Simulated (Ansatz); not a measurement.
## Abstraction of F: C4H9F + CClF2 → C4H9 + CClF3

Species: C4H9F (2-fluorobutane) `CCC(C)F`, singlet; CClF2 (chlorodifluoromethyl radical) `F[C](F)Cl`, doublet; C4H9 (2-butyl radical) `C[CH]CC`, doublet; CClF3 `FC(F)(F)Cl`, singlet. A radical takes F: the energy is the difference in strength between two C–F bonds in different surroundings.

Shapes, held fixed at every level: PBE0-D4/def2-TZVP. Flexible molecules stand in one conformer, not always the lowest. Programs: Ansatz 0.2.0. The zero-point and thermal change to 298 K, harmonic and unscaled (PBE0-D4/def2-TZVP), is -6.6 kJ/mol.

**Question.** Estimate ΔH(298 K) of this reaction.

**Answer.** The highest level, CCSD(T)/CBS estimate, gives ΔH(298 K) = -31.2 kJ/mol; the levels span -45.6 to -28.4. The column of differences is taken from that level and isn't an error. No measured value is set beside it here. Open shells run unrestricted unless RO is named. The CBS estimate extrapolates MP2 from def2-TZVPP and def2-QZVPP and adds CCSD(T) − MP2 in the triple-zeta set, cores frozen.

```csv
level,kind,ΔH(298 K) (kJ/mol),less CCSD(T)/CBS estimate
HF/def2-TZVPP,Hartree–Fock,-37.9,-6.7
PBE-D4/def2-TZVPP,GGA,-28.4,+2.8
r2SCAN-D4/def2-TZVPP,meta-GGA,-36.9,-5.7
MP2/def2-SVP,perturbation theory,-45.6,-14.4
MP2/def2-TZVPP,perturbation theory,-32.9,-1.7
CCSD(T)/def2-TZVPP,coupled cluster or CI,-33.2,-2.0
CCSD/def2-TZVPP,coupled cluster or CI,-34.8,-3.6
CCSD(T)/CBS estimate,coupled cluster or CI,-31.2,0.0
```
